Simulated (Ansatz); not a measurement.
## Rutile SnO2: smallest direct gap on the k points sampled by level of theory

No measured value is used here.

```json
[
 {"level (code)": "LDA+SOC (Ansatz)", "value (eV)": "1.12", "cell (Å³/atom)": "11.92"},
 {"level (code)": "revPBE (Ansatz)", "value (eV)": "0.59", "cell (Å³/atom)": "12.80"},
 {"level (code)": "PBE-D3(BJ) (Ansatz)", "value (eV)": "0.84", "cell (Å³/atom)": "12.37"},
 {"level (code)": "PBE-D4 (Ansatz)", "value (eV)": "0.86", "cell (Å³/atom)": "12.34"},
 {"level (code)": "r²SCAN+rVV10 (Ansatz)", "value (eV)": "[?]", "cell (Å³/atom)": "12.00"},
 {"level (code)": "B3LYP (VWN-RPA form) (Ansatz)", "value (eV)": "[?]", "cell (Å³/atom)": "11.92"},
 {"level (code)": "PBE0+SOC (Ansatz)", "value (eV)": "3.73", "cell (Å³/atom)": "11.92"},
 {"level (code)": "Hartree–Fock (Ansatz)", "value (eV)": "[?]", "cell (Å³/atom)": "11.92"},
 {"level (code)": "G0W0@HSE06 (Ansatz)", "value (eV)": "4.00", "cell (Å³/atom)": "11.92"}
]
```

Question: Some entries are withheld; supply them.

Answer: 
- r²SCAN+rVV10 (Ansatz, a first-principles code), value (eV): 1.81
- B3LYP (VWN-RPA form) (Ansatz), value (eV): 3.26
- Hartree–Fock (Ansatz), value (eV): 12.31

At these levels the smallest gap is indirect and lower: Hartree–Fock 12.24 eV. Computed values are for a static lattice. Levels without +SOC have no spin–orbit coupling; where heavier elements are present it shifts gaps, mostly down, and can invert bands.  G0W0@HSE06: filled d or f shells below the valence bands can shift G0W0 gaps through exchange with them, which wasn't tested here. G0W0@HSE06: GW on a hybrid start was not checked against another program. Values are at the measured cell (atoms relaxed with PBEsol); revPBE at the level's own relaxed cell; PBE-D3(BJ) at the level's own equilibrium cell; PBE-D4 at the level's own relaxed cell; r²SCAN+rVV10 at the level's own equilibrium cell. Cutoffs and k meshes differ between the levels. Ansatz's density-functional and Hartree–Fock values are scalar-relativistic unless marked +SOC, with PAW data made under PBE.
